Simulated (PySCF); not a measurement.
Stepwise substitution at one centre (Si F-Cl). Gas-phase values, no solvent. Strings in code marks are SMILES.

The numbers are results of PBE0-D3(BJ)/def2-TZVP run with PySCF 2.14.0, not measurements. All candidates: neutral, multiplicity 1. Delta-SCF ions had no search for a lower state. 

```
Quantity                                    Value
--------------------------------------  ---------
HOMO–LUMO gap                            13.30 eV
HOMO                                    -12.77 eV
vertical ionisation energy (Delta-SCF)   15.41 eV
```

### Question
Say which member has these values.
(A) `F[Si](F)(F)F`
(B) `F[Si](Cl)(Cl)Cl`
(C) `Cl[Si](Cl)(Cl)Cl`
(D) `F[Si](F)(Cl)Cl`

### Answer
A, `F[Si](F)(F)F`. The others give `F[Si](F)(Cl)Cl`: 10.04 eV, -9.93 eV, 12.24 eV; `Cl[Si](Cl)(Cl)Cl`: 8.98 eV, -9.54 eV, 11.49 eV; `F[Si](Cl)(Cl)Cl`: 9.37 eV, -9.63 eV, 11.72 eV
